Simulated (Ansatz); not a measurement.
# H6Si3: geometry optimisation in Python

A script is to give a geometry optimisation; the system is H6Si3.

All numbers are computed with Ansatz 0.2.0, driven from Python. Level of theory: CAM-B3LYP/cc-pVDZ.

## Step 1: Starting point

Bond lengths: Si1–Si2 2.341 Å, Si1–Si3 2.341 Å, Si2–Si3 2.341 Å, Si1–H4 1.466 Å, Si1–H5 1.466 Å, Si2–H6 1.466 Å, Si2–H7 1.466 Å, Si3–H8 1.466 Å, Si3–H9 1.467 Å. Angles (14 of 18 angles, heavy atoms first): Si1–Si2–Si3 60.0°, Si2–Si1–Si3 60.0°, Si1–Si3–Si2 60.0°, Si1–Si2–H6 121.7°, Si1–Si2–H7 121.5°, Si3–Si2–H6 121.7°, Si3–Si2–H7 121.5°, Si2–Si1–H4 121.7°, Si2–Si1–H5 121.5°, Si3–Si1–H4 121.7°, Si3–Si1–H5 121.5°, Si1–Si3–H8 121.8°, Si1–Si3–H9 121.5°, Si2–Si3–H8 121.8°.

No structure file is read: the coordinates are typed or built in the script.

## Step 2: Script

opt.py reads:

```python
# -*- coding: utf-8 -*-
'''Relax the H6Si3 molecule.'''

import warnings

import ansatz as az
import numpy as np
import pandas as pd

GEOMETRY = '''
Si   -1.20467   -0.17389   -0.58728
Si    0.90766    0.83413   -0.55388
Si    0.29879   -0.66423    1.13835
H    -1.56688   -1.16977   -1.60027
H    -2.42692    0.59868   -0.34305
H     1.93590    0.50240   -1.54460
H     1.06906    2.26683   -0.28583
H     0.92593   -1.98337    1.26394
H     0.06114   -0.21078    2.51262
'''


def main():
    warnings.simplefilter('ignore', az.DeckWarning)

    geometry = az.Crystal.molecule()
    for line in GEOMETRY.strip().splitlines():
        symbol, *xyz = line.split()
        geometry = geometry.atom(symbol, [float(v) for v in xyz])

    calc = geometry.calculation()
    calc = calc.basis(gaussian='cc-pVDZ')
    calc = calc.functional('cam_b3lyp')
    symbols = [site.symbol for site in geometry.cartesian_sites]
    start = np.array([site.position_ang for site in geometry.cartesian_sites], dtype=float)
    rep = calc.relax(force_tolerance=0.01).run(threads=1).report
    end = np.array(rep['positions_ang'])

    print(f'E = {rep["free_energy_ev"]:.6f} eV = {rep["free_energy_ev"] / 27.211386246:.7f} Ha')
    print('converged:', rep['converged'], ' doubts:', rep['published_state_doubts'] or 'none')

    print('final positions (A) and the move of each atom')
    for symbol, xyz, old in zip(symbols, end, start):
        print(f'{symbol:2s} {xyz[0]:10.5f} {xyz[1]:10.5f} {xyz[2]:10.5f}   {np.linalg.norm(xyz - old):7.4f}')

    charges = rep['charge_distribution']
    table = pd.DataFrame({'atom': symbols, 'mulliken': charges['mulliken_charges_e'], 'lowdin': charges['lowdin_charges_e']})
    print(table.round(3).to_string())
    print('dipole (e A):', np.round(charges['dipole_moment_e_ang'], 4) + 0.0)


if __name__ == '__main__':
    main()
```

## Step 3: What the engine is handed

The package turns the script's settings into the engine's input:

```yaml
crystal:
  periodic: [false, false, false]
  atoms:
    - { symbol: Si, position_ang: [-1.20467, -0.17389, -0.58728] }
    - { symbol: Si, position_ang: [0.90766, 0.83413, -0.55388] }
    - { symbol: Si, position_ang: [0.29879, -0.66423, 1.13835] }
    - { symbol: H, position_ang: [-1.56688, -1.16977, -1.60027] }
    - { symbol: H, position_ang: [-2.42692, 0.59868, -0.34305] }
    - { symbol: H, position_ang: [1.9359, 0.5024, -1.5446] }
    - { symbol: H, position_ang: [1.06906, 2.26683, -0.28583] }
    - { symbol: H, position_ang: [0.92593, -1.98337, 1.26394] }
    - { symbol: H, position_ang: [0.06114, -0.21078, 2.51262] }
basis:
  gaussian:
    orbitals: cc-pVDZ
hamiltonian:
  xc: cam_b3lyp
relax:
  f_tol: 0.01
```

## Step 4: Running it

Started as:

```bash
$ python opt.py
```

Q: Predict the main results. Wanted: total energy; dipole moment; moves of the relaxation; energy gained; last largest force component.

The runs gave:

| quantity | value |
| --- | --- |
| total energy | -23729.0547 eV |
| dipole moment | 0.00 D |
| moves of the relaxation | 2 |
| energy gained | 0.118 eV |
| last largest force component | 0.0060 eV/Å |

After 2 moves the largest shift is 0.099 Å. Caveats:
- The end point is the stationary point reached from this start; no frequency run checks that it is a minimum, and the basis set is modest.
- The Löwdin charges here are taken after orthogonalising the functions within each atom; they differ from plain Löwdin charges, and their signs can be unphysical.
